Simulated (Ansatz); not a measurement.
# C4H6O: the cost of one run

All numbers below are computed with Ansatz 0.2.0 (RKS PBE0-D4/def2-SVP).

**1. The structure to begin with**

Bond lengths: C1–O2 1.384 Å, O2–C3 1.283 Å, C3–C4 1.330 Å, C3–C5 1.447 Å, C4–C5 1.410 Å, C1–H6 1.134 Å, C1–H7 1.134 Å, C1–H8 1.034 Å, C4–H9 1.127 Å, C5–H10 1.067 Å, C5–H11 1.081 Å. Angles (14 of 19 angles, heavy atoms first): C1–O2–C3 110.6°, O2–C3–C4 155.3°, O2–C3–C5 143.9°, C4–C3–C5 60.8°, C3–C4–C5 63.7°, C3–C5–C4 55.5°, O2–C1–H6 107.9°, O2–C1–H7 109.7°, O2–C1–H8 114.3°, C3–C4–H9 144.2°, C5–C4–H9 152.1°, C3–C5–H10 119.1°, C3–C5–H11 116.9°, C4–C5–H10 115.3°.

As a file:

```xyz
11

C    -1.6329   -0.2164   -0.7505
O    -0.3310    0.0349   -1.1474
C     0.4513    0.0694   -0.1313
C     0.7559    0.0077    1.1623
C     1.8331    0.2089    0.2754
H    -2.2935   -0.1684   -1.6706
H    -2.0118    0.6449   -0.1178
H    -1.7633   -1.1190   -0.2631
H     0.3275   -0.1086    2.1979
H     2.4932   -0.6216    0.1647
H     2.2368    1.2110    0.3011
```

**2. Relaxing end A**

input.yaml

```yaml
crystal:
  periodic: [false, false, false]
  atoms:
    - { symbol: C, position_ang: [-1.6329, -0.2164, -0.7505] }
    - { symbol: O, position_ang: [-0.331, 0.0349, -1.1474] }
    - { symbol: C, position_ang: [0.4513, 0.0694, -0.1313] }
    - { symbol: C, position_ang: [0.7559, 0.0077, 1.1623] }
    - { symbol: C, position_ang: [1.8331, 0.2089, 0.2754] }
    - { symbol: H, position_ang: [-2.2935, -0.1684, -1.6706] }
    - { symbol: H, position_ang: [-2.0118, 0.6449, -0.1178] }
    - { symbol: H, position_ang: [-1.7633, -1.119, -0.2631] }
    - { symbol: H, position_ang: [0.3275, -0.1086, 2.1979] }
    - { symbol: H, position_ang: [2.4932, -0.6216, 0.1647] }
    - { symbol: H, position_ang: [2.2368, 1.211, 0.3011] }
basis:
  gaussian: { orbitals: def2-SVP }
hamiltonian:
  xc: pbe0
  dispersion: d4
relax:
  f_tol: 0.02
  max_steps: 50
```

On the command line:

```sh
$ ansatz run input.yaml --threads 2 --pin off --max-ram 3072MiB --backend cpu --events-out ev --progress --plain --runs-dir out
```

Q: Estimate wall time and peak memory on 2 threads of Arm Neoverse V2, shared host.

About 14 s, with a peak of 0.2 GiB.
